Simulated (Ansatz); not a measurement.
Basis-set extrapolation for `NC1=CSC1` (PBE0-D4/def2-TZVP geometry, frozen core, Ansatz). Multiplicity 1, RHF reference.

```csv
,def2-TZVPP,def2-QZVPP
HF,-568.517441,-568.536564
MP2 correlation,-0.867626,-0.929184
CCSD(T) correlation,-0.945696,not run
```

Energies in hartree. Use E(X) = E(∞) + A·exp(−7.88·√X) for Hartree–Fock and E(X) = E(∞) + B·X^(−2.97) for correlation, with X = 3 and 4, and add CCSD(T) minus MP2 of the smaller set to the MP2 limit.

Task: What is the CCSD(T) energy at the basis-set limit?

Result: HF limit: -568.536564 + (-0.019123) × 0.13774 = -568.53920. MP2 limit: -0.929184 + (-0.061558) × 0.74074 = -0.97478. Higher-order term: -0.945696 − (-0.867626) = -0.07807. Total: -569.59205 hartree, 3.51 eV below CCSD(T)/def2-TZVPP.
